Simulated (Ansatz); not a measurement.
## Ansatz (development build ahead of 0.2.0) run

```yaml
crystal:
  periodic: [false, false, false]
  atoms:
    - { symbol: Si, position_ang: [0.34098, 0.10069, -0.12058] }
    - { symbol: H, position_ang: [-0.2361, 1.15426, -0.95199] }
    - { symbol: H, position_ang: [-1.47251, -0.48472, 0.57642] }
    - { symbol: H, position_ang: [0.83611, 0.42136, 1.21588] }
    - { symbol: H, position_ang: [0.62193, -1.20981, -0.70173] }
basis:
  gaussian: { orbitals: def2-SVP }
total_charge: 1
magnetization:
  spin_polarized: true
  initial_magnetization: 1
hamiltonian:
  xc: hf
correlation:
  method: mp2
  frozen_orbitals: { H: 0, Si: 5 }
output:
  forces: true
```

The input is written out in the form of the current development build from the run's settings.

Results

```
Converged                       : yes
Reference energy                : -290.76172 hartree
Correlation energy              : -0.08770 hartree
Total energy                    : -290.84942 hartree
Spin squared of the determinant : 0.752
Stability test                  : minimum
```

Forces (eV/Å):
| atom | Fx | Fy | Fz |
| --- | --- | --- | --- |
| Si1 | -0.122 | -0.040 | 0.048 |
| H2 | -0.040 | 0.057 | -0.044 |
| H3 | 0.133 | 0.043 | -0.050 |
| H4 | 0.020 | 0.017 | 0.079 |
| H5 | 0.008 | -0.077 | -0.032 |

Caution: MP2 on this radical cation hangs on the determinant chosen; the charge can sit on one fragment and break the point group.
